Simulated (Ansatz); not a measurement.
Relaxed structures of MgSiH₄, singlet (PBE0-D4/def2-TZVP; forces vanish, vibrations not checked; lower isomers may exist, and structures with a doubtful reference or unclear bonds are left out; Å). Program: Ansatz 0.2.0. Basis: def2-TZVPP. Cores are frozen in the correlated methods. The outer core shell of Li, Na, Mg and K is correlated. The def2 sets are not built for correlating such inner shells, so the correlated values are less sure here.

(1) Rank them by CCSD(T) energy, lowest first, and give each one's height above the lowest. Links in brackets join atoms within 1.22 times the sum of their covalent radii (1.1 for two metals). (Judge from chemistry; the value comes from the calculation.)
A.
a complex of MgSiH₂ ([Mg][SiH2]) + H₂
```
6
angstrom
Mg 0.3881 -0.6477 0.0786
Si -0.7877 1.5362 -0.3718
H 2.1864 -3.9612 1.6882
H -1.5516 0.4975 -1.2240
H 0.3676 1.4953 -1.3976
H 1.8859 -3.3940 1.3061
```
B.
MgSiH₄ ([MgH][SiH3])
```
6
angstrom
Mg 0.7152 -1.4447 0.6225
Si -0.3523 0.7116 -0.3066
H 1.4212 -2.8712 1.2370
H -1.6179 0.4604 -1.0626
H 0.5426 1.4482 -1.2516
H -0.7089 1.6959 0.7612
```
C.
a complex of SiH₄ + Mg
```
6
angstrom
Mg -1.3962 2.8051 -1.2137
Si 0.2342 -0.4700 0.2035
H 0.8519 -1.7113 0.7405
H -1.0118 -0.8110 -0.5293
H 1.1836 0.1975 -0.7232
H -0.0893 0.4496 1.3239
```

No T1 diagnostic of these runs exceeds 0.017. The restricted Hartree–Fock reference is unstable towards an unrestricted one at one or more of these structures. A large double-excitation amplitude points to some diradical character; no triplet was computed.

Answers

(1) The calculation gives: C (0.00 kcal/mol), B (4.54 kcal/mol), A (42.30 kcal/mol). Heights count from the lowest.

For scale, one of the runs: CCSD(T)/def2-TZVPP, 130 basis functions, launched by `ansatz run in.yaml --threads 2 --pin off --events-out ev --progress --plain --max-ram 4352MiB`. Hardware: 2 CPU threads of an Arm Neoverse V1, shared host. Wall time 9 s; peak host memory 0.64 GiB.
